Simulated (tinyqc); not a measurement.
Inside a calculation. Method: Hueckel theory of the pi electrons, for the molecule Oc1cc[cH-]c1 (SMILES; centres numbered as the heavy atoms are written). One step of it, computed by the program tinyqc.

Problem. Energy, charges, bond orders. E = sum n x; q_r = z_r - P_rr; bond order p = P_rs; free valence = sqrt(3) - sum of p over the bonds of the atom.

x values: 2.471916  1.761916  0.618034  0.456424  -1.618034  -1.690255

occupations: 2.000000  2.000000  2.000000  2.000000  0.000000  0.000000

charge and bond-order matrix P, lower triangle:
```
           1O         2C         3C         4C        5C        6C
1O   1.960110
2C   0.184005   1.151220
3C  -0.139551   0.643725   1.235397
4C   0.051873  -0.239280   0.628687   1.208937
5C   0.051873  -0.239280  -0.265740   0.656151  1.208937
6C  -0.139551   0.643725  -0.211816  -0.265740  0.628687  1.235397
```

Centres:

| centre | z_r, pi electrons of the neutral centre | h |
|---|---|---|
| 1O | 2 | 2.000000 |
| 2C | 1 | 0.000000 |
| 3C | 1 | 0.000000 |
| 4C | 1 | 0.000000 |
| 5C | 1 | 0.000000 |
| 6C | 1 | 0.000000 |

Bonds:

| i | j | k |
|---|---|---|
| 1 | 2 | 0.800000 |
| 2 | 3 | 1 |
| 3 | 4 | 1 |
| 4 | 5 | 1 |
| 5 | 6 | 1 |
| 6 | 2 | 1 |

Give: pi energy = 8 alpha + this times beta; pi charges; Bond orders and lengths from R = 1.517 - 0.180 p; free valence of the carbons; gap between the highest filled and the next level.

Solution.

pi energy = 8 alpha + this times beta = 10.6166

pi charges: 1O 0.0399, 2C -0.1512, 3C -0.2354, 4C -0.2089, 5C -0.2089, 6C -0.2354

Bond orders and lengths from R = 1.517 - 0.180 p (angstrom, C-C alone):

| bond | p | R |
|---|---|---|
| 1-2 | 0.1840 | - |
| 2-3 | 0.6437 | 1.4011 |
| 3-4 | 0.6287 | 1.4038 |
| 4-5 | 0.6562 | 1.3989 |
| 5-6 | 0.6287 | 1.4038 |
| 6-2 | 0.6437 | 1.4011 |

free valence of the carbons: 2C 0.2606, 3C 0.4596, 4C 0.4472, 5C 0.4472, 6C 0.4596

gap between the highest filled and the next level = 2.0745 |beta|
